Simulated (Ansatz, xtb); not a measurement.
Barrier height from H + ClH to the transition structure ClH2, without zero-point energy, on the benchmark's geometries as Psi4's copy of the set gives them.
Transition structure (charge 0, multiplicity 2):
| atom | x (Å) | y (Å) | z (Å) |
|---|---|---|---|
| H | 0.0000 | 0.0000 | 1.4858 |
| Cl | 0.0000 | 0.0000 | 0.0000 |
| H | 0.0000 | 0.0000 | -1.4858 |

Open shells are unrestricted; no spin–orbit coupling.

Frozen-core correlation.

Run with Ansatz (an electronic-structure program); xtb for the GFN methods. Each number belongs to the level named beside it. The GFN methods have no spin term and hold the electronic entropy of 300 K.

What barrier height does B97M-V/def2-TZVPPD give?

14.6 kcal/mol

Predict the barrier height from MP2/cc-pVDZ.

27.4 kcal/mol

What is the computed barrier height (GFN2-xTB)?

18.8 kcal/mol
